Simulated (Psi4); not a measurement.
# BSiH5O (SMILES BO[SiH3]): a chain of runs

We compute a series of 10 runs (PBE-D4/def2-SVP, PBE0-D4/def2-TZVP, PBE-D4/def2-TZVPP, r2SCAN-D4/def2-TZVPP, B3LYP-D4/def2-TZVPP, PBE0-D4/def2-TZVPP, wB97M-V/def2-TZVPP, CCSD(T)/def2-TZVPP, and more) of BSiH5O. 

Program for the calculation: Psi4 1.11.

### 1 The system as given

BSiH5O has 8 atoms, charge 0, and is taken as a singlet. SMILES: `BO[SiH3]`. The shape is that of a GFN2-xTB, rattled optimisation. The run starts from this shape.

Bond lengths: B1–O2 1.325 Å, O2–Si3 1.556 Å, B1–H4 1.223 Å, B1–H5 1.116 Å, Si3–H6 1.460 Å, Si3–H7 1.499 Å, Si3–H8 1.459 Å. Angles: B1–O2–Si3 158.4°, O2–B1–H4 115.8°, O2–B1–H5 125.2°, O2–Si3–H6 113.3°, O2–Si3–H7 101.0°, O2–Si3–H8 108.4°, H4–B1–H5 119.0°, H6–Si3–H7 109.7°, H6–Si3–H8 112.5°, H7–Si3–H8 111.6°.

### 2 A structure relaxation at PBE-D4/def2-SVP (density fitting) (run 1)

Contents of calc.dat:

```
memory 3300 MB

molecule mol {
  0 1
  B     -0.335835     0.845738    -1.307662
  O      0.172246     0.033462    -0.392535
  Si     0.294015    -0.727646     0.959134
  H     -1.330085     1.473456    -0.970260
  H      0.055785     0.970804    -2.344831
  H     -0.673316    -0.285342     1.959774
  H      1.675923    -0.333375     1.384374
  H      0.203498    -2.158965     0.690894
  symmetry c1
}

set {
  basis def2-SVP
  reference rks
  scf_type df
  geom_maxiter 60
  max_force_g_convergence 0.0005
}

opt('pbe-d4')
```

The run is started by

```sh
$ psi4 -n 2 calc.dat calc.out
```

calc.out:

```text
[...]
  Running in c1 symmetry.
[...]
  Nuclear repulsion =  104.013624028772867
[...]
  Multiplicity = 1
[...]
  Nalpha       = 16
  Nbeta        = 16
[...]
    Number of basis functions: 71
[...]
   @DF-RKS iter   1:  -391.92176485120081   -2.02639e-01   9.80985e-03 ADIIS/DIIS
[...]
   @DF-RKS iter   7:  -392.16878298193706   -5.11591e-12   5.51445e-09 DIIS
[...]
    Orbital Energies [Eh]
    ---------------------
    Doubly Occupied:
       1A    -65.444296     2A    -18.784595     3A     -6.546439
       4A     -5.095297     5A     -3.512144     6A     -3.508468
       7A     -3.508446     8A     -0.918386     9A     -0.536547
      10A     -0.442766    11A     -0.384039    12A     -0.365339
      13A     -0.364570    14A     -0.309901    15A     -0.299557
      16A     -0.251845
[...]
  @DF-RKS Final Energy:  -392.16878298193706
   => Energetics <=
    Nuclear Repulsion Energy =             99.7903477072467524
    One-Electron Energy =                -738.4072910922133133
    Two-Electron Energy =                 281.5454903533104698
    DFT Exchange-Correlation Energy =     -35.0931131300794590
    Empirical Dispersion Energy =          -0.0042168202014467
    VV10 Nonlocal Energy =                  0.0000000000000000
    Total Energy =                       -392.1687829819370563
[...]
 Multipole Moments:
 ------------------------------------------------------------------------------------
     Multipole            Electronic (a.u.)      Nuclear  (a.u.)        Total (a.u.)
 ------------------------------------------------------------------------------------
 L = 1.  Multiply by 2.5417464519 to convert [e a0] to [Debye]
 Dipole X            :          0.7554550           -0.7522903            0.0031647
 Dipole Y            :          0.0641038           -0.2975043           -0.2334005
 Dipole Z            :         -1.4538232            1.9745506            0.5207274
 Magnitude           :                                                    0.5706513
[...]
  -Total Gradient:
     Atom            X                  Y                   Z
    ------   -----------------  -----------------  -----------------
       1       -0.000002987997    -0.000121798101     0.000092974966
       2        0.000119685836     0.000041839072     0.000039042762
       3       -0.000018495300     0.000028884613    -0.000124602359
       4       -0.000017124838     0.000005118055    -0.000021752098
       5       -0.000009500944     0.000012798864    -0.000000570722
       6       -0.000000905240     0.000040513610     0.000009091329
       7       -0.000009108777    -0.000027732446     0.000001069736
       8       -0.000014811120    -0.000012408642     0.000012790698
[...]
    Final optimized geometry and variables:
    Molecular point group: c1
    Full point group: C1
    Geometry (in Angstrom), charge = 0, multiplicity = 1:
    B           -0.574691479501     1.032940538075    -1.322654234245
    O            0.219311005377     0.135839000323    -0.686439167083
    SI           0.150899334464    -0.510961434615     0.886142542648
    H           -1.534482305761     1.529586238281    -0.744965634697
    H           -0.293671541838     1.317207090830    -2.474617057476
    H           -0.983589611488     0.108360712150     1.654664084224
    H            1.462587471967    -0.218298619149     1.550000558535
    H           -0.042560203784    -1.992242538222     0.758594164479
    Psi4 run time: 0:05:02.54
[...]
```

The script printed:

```text
Optimizer: Optimization complete!
```

Wall time 5.1 min (2 threads of AMD EPYC (Zen 3), shared host); peak memory 0.69 GiB.

Step by step:

| step | energy from the first frame kept (eV) | largest force (eV/Å) |
| --- | --- | --- |
| 0 | 0.0000 | 4.0710 |
| 1 | -0.5019 | 1.2622 |
| 2 | -0.5227 | 0.6732 |
| 3 | -0.5421 | 0.4812 |
| 4 | -0.5594 | 0.2517 |
| 5 | -0.5897 | 0.3331 |
| 6 | -0.4748 | 0.7865 |
| 7 | -0.5963 | 0.7074 |
| 8 | -0.6094 | 0.2151 |
| 9 | -0.5962 | 0.3338 |
| 10 | -0.6107 | 0.2252 |
| 11 | -0.6158 | 0.0409 |
| 12 | -0.6171 | 0.0219 |
| 13 | -0.6172 | 0.0079 |

After the run. Bond lengths: B1–O2 1.356 Å, O2–Si3 1.702 Å, B1–H4 1.225 Å, B1–H5 1.219 Å, Si3–H6 1.504 Å, Si3–H7 1.499 Å, Si3–H8 1.499 Å. Angles: B1–O2–Si3 131.4°, O2–B1–H4 120.4°, O2–B1–H5 117.5°, O2–Si3–H6 110.2°, O2–Si3–H7 107.4°, O2–Si3–H8 107.6°, H4–B1–H5 122.1°, H6–Si3–H7 110.7°, H6–Si3–H8 110.7°, H7–Si3–H8 110.1°.

### 3 A geometry optimisation at PBE0-D4/def2-TZVP (density fitting) (run 2)

Contents of bh5osi.in:

```
memory 3300 mb

molecule {
  0 1
  B     -0.454488     0.852216    -1.207956
  O      0.339515    -0.044885    -0.571741
  Si     0.271103    -0.691686     1.000840
  H     -1.414279     1.348862    -0.630268
  H     -0.173468     1.136483    -2.359919
  H     -0.863386    -0.072364     1.769362
  H      1.582791    -0.399023     1.664698
  H      0.077643    -2.172967     0.873292
  symmetry c1
}

set {
  scf_type df
  geom_maxiter 50
  max_force_g_convergence 0.0002
}

opt("pbe0-d4/def2-TZVP")
print_variables()
```

The run is started by

```sh
$ psi4 -i bh5osi.in -o bh5osi.out -n 2
```

bh5osi.out, shortened:

```text
[...]
  Running in c1 symmetry.
[...]
  Nuclear repulsion =   99.790359510553458
[...]
  Multiplicity = 1
[...]
  Nalpha       = 16
  Nbeta        = 16
[...]
    Number of basis functions: 129
[...]
   @DF-RKS iter   1:  -392.26598066063900   -6.05271e-01   5.21699e-03 DIIS/ADIIS
[...]
   @DF-RKS iter   7:  -392.43669853378287   -2.10321e-12   2.38638e-09 DIIS
[...]
  @DF-RKS Final Energy:  -392.43669853378287
   => Energetics <=
    Nuclear Repulsion Energy =            101.5188797923797921
    One-Electron Energy =                -742.4710281081387393
    Two-Electron Energy =                 275.1866337437252241
    DFT Exchange-Correlation Energy =     -26.6676415101496147
    Empirical Dispersion Energy =          -0.0035424515995960
    VV10 Nonlocal Energy =                  0.0000000000000000
    Total Energy =                       -392.4366985337828737
[...]
 Multipole Moments:
 ------------------------------------------------------------------------------------
     Multipole            Electronic (a.u.)      Nuclear  (a.u.)        Total (a.u.)
 ------------------------------------------------------------------------------------
 L = 1.  Multiply by 2.5417464519 to convert [e a0] to [Debye]
 Dipole X            :          0.6874608           -0.7204426           -0.0329818
 Dipole Y            :          0.1446249           -0.2780274           -0.1334024
 Dipole Z            :         -1.5862987            1.9508295            0.3645308
 Magnitude           :                                                    0.3895725
[...]
  -Total Gradient:
     Atom            X                  Y                   Z
    ------   -----------------  -----------------  -----------------
       1       -0.000103775522     0.000030546632    -0.000075309263
       2        0.000088473301     0.000007052329     0.000052560886
       3       -0.000024230246    -0.000000796018    -0.000028323895
       4        0.000017359234     0.000000495450     0.000010618916
       5        0.000020424001    -0.000014773514     0.000008679035
       6        0.000007961660    -0.000002583140     0.000003621911
       7        0.000001697997    -0.000018971143    -0.000001422152
       8        0.000001860048    -0.000000619679     0.000013666406
[...]
    Final optimized geometry and variables:
    Molecular point group: c1
    Full point group: C1
[...]
```

Standard output:

```text
Optimizer: Optimization complete!
```

It took 3.6 min on 2 threads of AMD EPYC (Zen 3), shared host; peak memory 0.99 GiB.

The path in brief:

| step | energy from the first frame kept (eV) | largest force (eV/Å) |
| --- | --- | --- |
| 0 | 0.0000 | 0.8482 |
| 1 | -0.0453 | 0.3334 |
| 2 | -0.0471 | 0.0717 |
| 3 | -0.0473 | 0.0273 |
| 4 | -0.0470 | 0.1080 |
| 5 | -0.0475 | 0.0185 |
| 6 | -0.0476 | 0.0068 |

After the run. Bond lengths: B1–O2 1.347 Å, O2–Si3 1.658 Å, B1–H4 1.204 Å, B1–H5 1.199 Å, Si3–H6 1.485 Å, Si3–H7 1.482 Å, Si3–H8 1.482 Å. Angles: B1–O2–Si3 132.3°, O2–B1–H4 120.0°, O2–B1–H5 118.0°, O2–Si3–H6 110.1°, O2–Si3–H7 107.9°, O2–Si3–H8 108.0°, H4–B1–H5 122.0°, H6–Si3–H7 110.4°, H6–Si3–H8 110.4°, H7–Si3–H8 110.0°.

Runs 3 to 7 aren't shown in full; the table further down has their settings and results.

### 4 The energy at wB97M-V/def2-TZVPP (density fitting) (run 8)

Contents of input.dat:

```
memory 3300 MB

molecule geom {
  B     -0.444714     0.844709    -1.189746
  O      0.327440    -0.054820    -0.551058
  Si     0.272578    -0.683520     0.982081
  H     -1.377504     1.349787    -0.620085
  H     -0.171325     1.117057    -2.324464
  H     -0.851824    -0.080367     1.742226
  H      1.563461    -0.382793     1.644332
  H      0.090436    -2.149694     0.868709
  units angstrom
  symmetry c1
}

set globals {
  basis                def2-TZVPP
  scf_type             df
  dft_radial_points    99
  dft_spherical_points 590
  dft_vv10_postscf     true
}

e, wfn = energy('wb97m-v', return_wfn=True)
```

The run is started by

```sh
$ psi4 input.dat output.dat -n 2
```

output.dat:

```text
[...]
  Running in c1 symmetry.
[...]
  Nuclear repulsion =  101.518869647194990
[...]
  Multiplicity = 1
[...]
  Nalpha       = 16
  Nbeta        = 16
[...]
    Number of basis functions: 174
[...]
   @DF-RKS iter   1:  -392.62238892013295   -7.53868e-01   3.40395e-03 DIIS/ADIIS
[...]
   @DF-RKS iter   7:  -392.74431105010547   -2.41805e-07   8.86110e-07 DIIS
[...]
    Orbital Energies [Eh]
    ---------------------
    Doubly Occupied:
       1A    -66.437777     2A    -19.359308     3A     -6.933658
       4A     -5.470704     5A     -3.785692     6A     -3.783624
       7A     -3.783584     8A     -1.157728     9A     -0.715837
      10A     -0.611953    11A     -0.549689    12A     -0.528352
      13A     -0.526538    14A     -0.447398    15A     -0.436830
      16A     -0.402006
[...]
  @DF-RKS Final Energy:  -392.61306846496029
   => Energetics <=
    Nuclear Repulsion Energy =            101.5188696471949896
    One-Electron Energy =                -742.2395460859074774
    Two-Electron Energy =                 274.0985888070484862
    DFT Exchange-Correlation Energy =     -26.1219146031037077
    Empirical Dispersion Energy =           0.0000000000000000
    VV10 Nonlocal Energy =                  0.1309337698074987
    Total Energy =                       -392.6130684649602927
[...]
 Multipole Moments:
 ------------------------------------------------------------------------------------
     Multipole            Electronic (a.u.)      Nuclear  (a.u.)        Total (a.u.)
 ------------------------------------------------------------------------------------
 L = 1.  Multiply by 2.5417464519 to convert [e a0] to [Debye]
 Dipole X            :          0.6852265           -0.7204442           -0.0352177
 Dipole Y            :          0.1488657           -0.2780288           -0.1291631
 Dipole Z            :         -1.5917077            1.9508314            0.3591237
 Magnitude           :                                                    0.3832666
[...]
```

It took 1.7 min on 2 threads of AMD EPYC (Zen 3), shared host; peak memory 1.9 GiB.

Run 9 isn't shown in full; the table further down has it.

### 5 A single-point energy at MP2/def2-QZVPP (density fitting, density fitting for correlation) (run 10)

Contents of input.in:

```
memory 3300 mb

molecule {
  0 1
  B
  O 1 r2
  Si 2 r3 1 a3
  H 1 r4 2 a4 3 d4
  H 1 r5 4 a5 2 d5
  H 3 r6 2 a6 1 d6
  H 3 r7 6 a7 2 d7
  H 3 r8 7 a8 6 d8

  r2 = 1.346587
  r3 = 1.657947
  a3 = 132.29382
  r4 = 1.204041
  a4 = 120.00331
  d4 = 0.28008
  r5 = 1.198541
  a5 = 121.95974
  d5 = -179.96939
  r6 = 1.485225
  a6 = 110.14105
  d6 = -1.05792
  r7 = 1.481686
  a7 = 110.38888
  d7 = 119.06208
  r8 = 1.481788
  a8 = 110.00563
  d8 = -122.02799
  symmetry c1
}

set scf_type df
set num_frozen_docc 7

e_tot, wfn = energy("mp2/def2-QZVPP", return_wfn=True)
```

The run is started by

```sh
$ psi4 -i input.in -o input.out -n 2
```

input.out:

```text
[...]
  Running in c1 symmetry.
[...]
  Nuclear repulsion =  101.518871042689526
[...]
  Multiplicity = 1
[...]
  Nalpha       = 16
  Nbeta        = 16
[...]
    Number of basis functions: 334
[...]
   @DF-RHF iter   1:  -391.44511244005128   -9.47631e-01   1.37458e-03 DIIS/ADIIS
[...]
   @DF-RHF iter  10:  -391.53477152558128   -5.01927e-11   3.69169e-09 DIIS
[...]
    Orbital Energies [Eh]
    ---------------------
    Doubly Occupied:
       1A    -68.803734     2A    -20.568994     3A     -7.628914
       4A     -6.147222     5A     -4.254322     6A     -4.253876
       7A     -4.253815     8A     -1.362315     9A     -0.795648
      10A     -0.679794    11A     -0.612455    12A     -0.587173
      13A     -0.578719    14A     -0.486050    15A     -0.473484
      16A     -0.447999
[...]
  @DF-RHF Final Energy:  -391.53477152558128
   => Energetics <=
    Nuclear Repulsion Energy =            101.5188710426895256
    One-Electron Energy =                -742.2382546581472980
    Two-Electron Energy =                 249.1846120898765093
    Total Energy =                       -391.5347715255812773
[...]
 Multipole Moments:
 ------------------------------------------------------------------------------------
     Multipole            Electronic (a.u.)      Nuclear  (a.u.)        Total (a.u.)
 ------------------------------------------------------------------------------------
 L = 1.  Multiply by 2.5417464519 to convert [e a0] to [Debye]
 Dipole X            :         -0.0001886           -0.0000945           -0.0002831
 Dipole Y            :          1.6591570           -1.9786426           -0.3194857
 Dipole Z            :         -0.5576288            0.6978934            0.1402647
 Magnitude           :                                                    0.3489202
[...]
```

Wall time 25 s (2 threads of AMD EPYC (Zen 3), shared host); peak memory 0.92 GiB.

### 6 Overview of the runs

| run | level | geom maxiter | max force g convergence | energy (Eh) | dipole moment (D) | HOMO energy (eV) | LUMO energy (eV) | wall time |
| --- | --- | --- | --- | --- | --- | --- | --- | --- |
| 1 | PBE-D4/def2-SVP (density fitting) | 60 | 0.0005 | -392.168783 | 1.45 | -6.85 | -1.48 | 5.1 min |
| 2 | PBE0-D4/def2-TZVP (density fitting) | 50 | 0.0002 | -392.436699 | 0.99 | -8.49 | -0.64 | 3.6 min |
| 3 | PBE0-D4/def2-TZVP (density fitting) | – | – | -392.436699 | 0.99 | – | – | 17 min |
| 4 | PBE-D4/def2-TZVPP (density fitting) | – | – | -392.395785 | 1.04 | -7.03 | -1.68 | 56 s |
| 5 | r2SCAN-D4/def2-TZVPP (density fitting) | – | – | timeout | – | – | – | 2 min |
| 6 | B3LYP-D4/def2-TZVPP (density fitting) | – | – | -392.725318 | 0.99 | -8.30 | -0.91 | 41 s |
| 7 | PBE0-D4/def2-TZVPP (density fitting) | – | – | -392.437511 | 0.99 | -8.49 | -0.65 | 36 s |
| 8 | wB97M-V/def2-TZVPP (density fitting) | – | – | -392.613068 | 0.97 | -10.94 | 1.17 | 1.7 min |
| 9 | CCSD(T)/def2-TZVPP (density fitting, density fitting for correlation) | – | – | timeout | – | – | – | 5.7 min |
| 10 | MP2/def2-QZVPP (density fitting, density fitting for correlation) | – | – | -392.034496 | – | -12.19 | 2.16 | 25 s |

### 7 Results

| quantity | value |
| --- | --- |
| run 10, MP2/def2-QZVPP: total energy | -392.03450 Eh |
| run 10, MP2/def2-QZVPP: HOMO energy (Hartree–Fock orbitals) | -12.19 eV |
| run 10, MP2/def2-QZVPP: LUMO energy (Hartree–Fock orbitals) | 2.16 eV |
| run 10, MP2/def2-QZVPP: HOMO–LUMO gap (Hartree–Fock orbitals) | 14.35 eV |
| run 10, MP2/def2-QZVPP: correlation energy (7 core orbitals frozen) | -499.7 mEh |

In words: Over runs 3, 4, 6, 7, 8 the dipole moment (its size) runs from 0.97 D (wB97M-V/def2-TZVPP) to 1.04 D (PBE-D4/def2-TZVPP). Over runs 4, 6, 7, 8 the HOMO–LUMO gap runs from 5.35 eV (PBE-D4/def2-TZVPP) to 12.11 eV (wB97M-V/def2-TZVPP). Totals of different functionals can't be ranked against each other. All runs together took 38 min, the longest 17 min. 2 of the 10 runs did not end normally.
